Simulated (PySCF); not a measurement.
Species: CH₂F₂.
SMILES: `FCF`

The closed-shell ground state was solved at several levels (PySCF, density fitting, gas phase, non-relativistic). Geometry: PBE0-D3(BJ)/def2-SVP; no solvent, vibrations or thermal averaging.

```
           level  basis functions  total energy (Eh)  HOMO (eV)  LUMO (eV)  gap (eV)  dipole (D)
   PBE0/pcSseg-3              282          -238.8692      -9.86       0.50     10.36        1.84
PBE0/aug-cc-pVDZ               87          -238.7807      -9.84       0.04      9.88        1.84
    KT2/pcSseg-2              136          -242.3001      -8.21       0.30      8.51        1.76
    KT3/pcSseg-2              136          -242.0375      -8.29      -0.08      8.21        1.74
       LDA/pcJ-1              101          -237.3572      -7.94       0.85      8.79        1.83
   LDA/def2-SVPD               82          -237.1926      -8.21       0.15      8.36        1.82
   BLYP/pcSseg-2              136          -239.0623      -8.03       0.07      8.10        1.77
       KT2/pcJ-1              101          -242.2226      -8.01       1.01      9.02        1.76
```

Problem. Estimate the row for CAM-B3LYP/def2-SVPD, a basis of 82 functions; the other rows only guide the guess.

Solution. Total energy -238.7552 Eh, HOMO -11.51 eV, LUMO 1.36 eV, gap 12.87 eV, dipole 1.96 D.

Problem. Over all these levels, which gives the widest orbital gap and which the narrowest?

Solution. CAM-B3LYP/def2-SVPD (range-separated hybrid) has the widest, 12.87 eV, and BLYP/pcSseg-2 (GGA) the narrowest, 8.10 eV. Functional and basis both differ between the two, so the spread mixes both effects.

Problem. How far do the dipole and the HOMO energy spread over the levels?

Solution. The dipole runs from 1.74 to 1.96 D (mean 1.81 D) and the HOMO from -11.51 to -7.94 eV.
